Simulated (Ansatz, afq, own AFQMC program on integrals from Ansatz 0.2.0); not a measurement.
Where AFQMC and coupled cluster stand for HfCl4, singlet

```yaml
atoms:
  - { symbol: Hf, position_ang: [-0.0331, 0.0331, 0.0330] }
  - { symbol: Cl, position_ang: [1.3047, 1.3737, 1.3720] }
  - { symbol: Cl, position_ang: [-1.3742, -1.3039, 1.3722] }
  - { symbol: Cl, position_ang: [-1.3703, 1.3708, -1.3095] }
  - { symbol: Cl, position_ang: [1.6065, -1.6074, -1.6008] }
```

Connectivity, by distances: Cl–Hf(–Cl)(–Cl)–Cl.

Basis def2-SVP with its core potentials. Only valence electrons are correlated. Ansatz 0.2.0 and our own AFQMC program on the same integrals; the CISD trial comes from CCSD amplitudes, and released means the phaseless constraint is let go. ± is one standard error of the sampling. No spin–orbit coupling. The metal's outer-core s and p shells are frozen, which shifts wave-function levels against functionals.

Determinant: RHF, the one that the program's search chose, which needn't be the lowest solution. The geometry is a point of a scan.

No full CI on the walks' own integrals is used here. The released AFQMC energy serves as the reference, which it does only where one determinant dominates, the energy is flat over the last release times and near the phaseless one (40 meV or 2 meV an electron, half that with transition metals). On small molecules, where full CI could be run and the noise was under 10 meV, such values lay within 10 meV of it in 19 cases of 20, a flattering rate, since the rule was set on those same cases; what remains of the bias isn't in the error bar.

Cautions: no spin-orbit coupling; outer-core shells of the metal frozen; higher spins were not checked; the released value is read at 0.80 1/Eh with a noise of 13 meV, more than in the cases checked, later times being too noisy (meV from the phaseless value at times in 1/Eh: -11 ± 10 at 0.24, -1 ± 9 at 0.48, -10 ± 13 at 0.80, -3 ± 17 at 1.20); released reference can be 30 meV off for metals.

```
T1 diagnostic                               : 0.0170
weight of the determinant in the CISD state : 0.773
size of the correlated space                : 32 electrons in 80 orbitals
```

| level | correlation energy (eV) |
| --- | --- |
| MP2 | -16.8813 |
| CCSD | -17.9748 |
| CCSD(T) | -18.5176 |

(1) Estimate where AFQMC with the constraint released lies against CCSD(T) on the same integrals.

(1) 8.2 ± 1.3 kJ/mol below CCSD(T).

Reference: AFQMC with the constraint released, correlation energy -18.603 ± 0.013 eV.

```csv
level,E − E(reference) (kJ/mol),share of correlation (%)
CCSD(T),8.2 ± 1.3,99.54
ph-AFQMC/CISD,1.0 ± 1.5,99.94
```

A walk keeps the symmetry of its determinant, which the program's search chose and which needn't be the lowest solution, so a lower state of the same spin and another symmetry isn't excluded. Released energies are given only where the last usable release times agree within the noise; a slower fall can still hide under it.
